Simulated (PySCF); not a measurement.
Compound: C₅H₆F (charge +1).
SMILES: `C[c+]1cc1CF`

The closed-shell SCF was solved with PySCF and density fitting under several settings on one GFN2-xTB geometry (grid level 2 and gas phase unless stated).

```csv
settings,basis functions,SCF cycles,E (Eh),HOMO (eV),LUMO (eV)
PBE0/pcSseg-1,132,14,-293.2627,-14.76,-6.96
PBE0/def2-SVPD,171,14,-293.0975,-14.87,-6.98
"PBE0/def2-SVP, IEF-PCM acetone, energy threshold 1e-08 Eh, start guess vsap",114,9,-293.1714,-10.44,-2.26
PBE0/ANO-RCC-VDZP,114,13,-293.3869,-14.85,-6.88
revPBE/pcJ-1,222,15,-293.5535,-12.89,-7.97
KT2/pcseg-1,114,14,-298.3042,-13.17,-7.98
```

Question: Estimate the rows for these settings: (1) wB97X-D/6-311+G(2d,p); (2) revPBE/def2-SVPD.

Answer: 
```
             settings  basis functions  SCF cycles     E (Eh)  HOMO (eV)  LUMO (eV)
wB97X-D/6-311+G(2d,p)              198          12  -293.6150     -16.73      -5.02
     revPBE/def2-SVPD              171          14  -293.3450     -13.08      -8.02
```

Question: Over all rows, what range does the HOMO–LUMO gap span?

Answer: From 4.92 eV (revPBE/pcJ-1) to 11.71 eV (wB97X-D/6-311+G(2d,p)). The functional of the narrowest has no exact exchange, that of the widest range-separated exact exchange.

Question: Compare two rows with the functional PBE0: PBE0/pcSseg-1 and PBE0/def2-SVPD. Which energy is lower, and by how much?

Answer: PBE0/pcSseg-1 (132 functions) lies 0.1652 Eh or 104 kcal/mol below PBE0/def2-SVPD (171 functions). The smaller set gives the lower energy; the two sets aren't nested, so the variational bound doesn't order them by size.

wB97X-D ran without the empirical dispersion term, which would shift the total energy alone. Cycle counts include a coarse-grid stage where the run had one. All basis functions are spherical, in the Pople sets too. KT2 was designed for NMR shieldings or shifts; total energies of different functionals aren't comparable. ANO-RCC sets were contracted for a scalar-relativistic Hamiltonian, but ran non-relativistically here. One conformer (not necessarily the lowest) at the GFN2-xTB geometry, without vibrations or thermal averaging.

Shape of the structure used: `[CH3:1][c+:2]1[cH:3][c:4]1[CH2:5][F:6]`: C3–C4–C5–F6 180°.
